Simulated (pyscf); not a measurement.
SnH₂ [singlet] + SnH₄ + NH₃ -> SnH₂ [singlet] + H₂N–SnH₃ + H₂ (multi-bond step; singlet surface; H–Sn, H–Sn, H–N broken, H–Sn, N–Sn, H–H formed). Structures and frequencies: ωB97X-D3(BJ)/def2-SVP in PySCF. Energies in eV from the separated reactants.

| level | barrier | reaction energy |
|---|---|---|
| ωB97X-D3(BJ)/def2-TZVP | ___ | ___ |
| PBE/def2-TZVP | -0.08 | +0.36 |
| r²SCAN/def2-TZVP | -0.13 | +0.32 |
| B3LYP-D3(BJ)/def2-TZVP | -0.01 | +0.33 |
| PBE0-D3(BJ)/def2-TZVP | ___ | +0.38 |
| M06-2X/def2-TZVP | -0.03 | +0.15 |

Q: Fill in the missing entries.

A: 
- ωB97X-D3(BJ)/def2-TZVP, barrier: 0.00
- ωB97X-D3(BJ)/def2-TZVP, reaction energy: +0.28
- PBE0-D3(BJ)/def2-TZVP, barrier: -0.09

On the reactant side the descent ends in an adduct with a H–Sn, N–Sn contact (not fully relaxed), 0.58 eV under the separated species and 0.58 eV under the saddle at ωB97X-D3(BJ)/def2-TZVP. On the product side the descent ends in a bound adduct, 0.46 eV under the separated species and 0.18 eV under the saddle at ωB97X-D3(BJ)/def2-TZVP. At PBE, r²SCAN, B3LYP-D3(BJ), PBE0-D3(BJ), M06-2X the saddle lies under the separated reactants, which points to a path from their complex (located at ωB97X-D3(BJ) alone). At ωB97X-D3(BJ), PBE, r²SCAN, B3LYP-D3(BJ), PBE0-D3(BJ), M06-2X the saddle lies under the separated products, which points to a path from their complex (located at ωB97X-D3(BJ) alone), and parting the products costs more than the saddle. What is counted as formed (H–Sn, N–Sn) is already present as a longer contact in the reactant adduct; forming that adduct is a step of its own. This is the saddle that the search found; another between the same sides may lie lower. Elements past Kr carry the def2 core potentials, without spin-orbit coupling.
